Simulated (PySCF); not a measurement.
Computed with TPSSh-D3(BJ)/def2-TZVP // PBE0-D3(BJ)/def2-TZVP in PySCF 2.14.0. Isolated molecules, 0 K electronic values unless said otherwise. One relaxed conformer stands for a flexible species; it need not be the lowest. 

Reference species (SMILES): `O=C[N]C` (C–N–C–O torsion 35°) (neutral, multiplicity 2).

```
Quantity                          Value
-----------------------------  --------
highest occupied spin orbital  -6.98 eV
```

Changed species: `[CH]=C` (radical fragment; the reference has radical fragment).

Task: What does the change do to the highest occupied spin orbital?

Result: the highest occupied spin orbital rises by 0.75 eV, to -6.23 eV.
